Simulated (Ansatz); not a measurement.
## Ansatz (development build ahead of 0.2.0) run

```yaml
crystal:
  periodic: [false, false, false]
  atoms:
    - { symbol: S, position_ang: [0.0, 0.0, -0.3121] }
    - { symbol: H, position_ang: [0.0, 2.9146, 2.4964] }
    - { symbol: H, position_ang: [0.0, -2.9146, 2.4964] }
basis:
  gaussian: { orbitals: pcseg-2 }
magnetization:
  spin_polarized: true
hamiltonian:
  xc: { name: wB97X }
```

The input is written out in the form of the current development build from the run's settings.

The run gave:

```yaml
Converged: yes
Total_energy: -399.11825 hartree
Spin_squared_of_the_determinant: 2.001
Stability_test: minimum
```

Caution: charge can spread falsely over distant fragments; the unrestricted determinant is a mixture of spin states.
